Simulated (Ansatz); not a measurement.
Geometry optimisation, RKS B3LYP/6-31G* in Ansatz 0.2.0.

Input file:

```yaml
crystal:
  periodic: [false, false, false]
  atoms:
    - { symbol: Si, position_ang: [0.161717, 0.011854, 0.150683] }
    - { symbol: Si, position_ang: [0.234562, 0.012398, 2.409669] }
    - { symbol: H, position_ang: [-1.069614, -0.382105, 3.033792] }
    - { symbol: H, position_ang: [1.243356, -0.950703, 2.929284] }
    - { symbol: H, position_ang: [0.552576, 1.365832, 2.940589] }
    - { symbol: H, position_ang: [1.581128, -0.001633, -0.311786] }
    - { symbol: H, position_ang: [-0.486145, 1.223901, -0.402038] }
    - { symbol: H, position_ang: [-0.487151, -1.219424, -0.366632] }
    - { symbol: Cl, position_ang: [-3.117353, 0.091758, 0.793775] }
    - { symbol: H, position_ang: [-2.371676, -0.151877, 1.876064] }
basis:
  gaussian: { orbitals: "6-31G*" }
hamiltonian:
  xc: b3lyp
relax:
  f_tol: 0.03
  max_steps: 50
```

Launched with:

```bash
$ ansatz run input.yaml --threads 1 --pin off --max-ram 2048MiB --backend cpu --events-out ev --progress --plain --runs-dir out
```

Question: Where does it end, and by what steps?

Answer: The run converged. The force dipped under the threshold on the way, but the program's further checks kept it going. After 14 steps the energy has fallen by 0.249 eV; Cl9 moved furthest, 1.31 Å.

```
step  energy less start (eV)  largest force component (eV/Å)  accepted
   0                  0.0000                           1.258       yes
   1                 -0.1511                           0.547       yes
   2                 -0.1978                           0.475       yes
   3                 -0.2244                           0.307       yes
   4                 -0.2337                           0.107       yes
   5                 -0.1954                           0.436        no
   6                 -0.2397                           0.046       yes
   7                 -0.2422                           0.134       yes
   8                 -0.2452                           0.122       yes
   9                 -0.2467                           0.007       yes
  10                 -0.2469                           0.192       yes
  11                 -0.2474                           0.066       yes
  12                 -0.2481                           0.002       yes
  13                 -0.2484                           0.009       yes
  14                 -0.2487                           0.022       yes
```

```xyz
10
Properties=species:S:1:pos:R:3
Si 0.592 0.014 0.009
Si 0.313 0.027 2.344
H -1.134 -0.108 2.696
H 1.031 -1.111 2.982
H 0.800 1.298 2.946
H 2.031 0.179 -0.332
H -0.176 1.131 -0.604
H 0.109 -1.271 -0.565
Cl -4.227 -0.055 1.476
H -3.096 -0.104 2.102
```

Whether the end is a true minimum wasn't checked by a vibrational analysis.

Run time: 53 s on 1 thread of Arm Neoverse V1, on a shared host, peak memory 0.14 GiB.
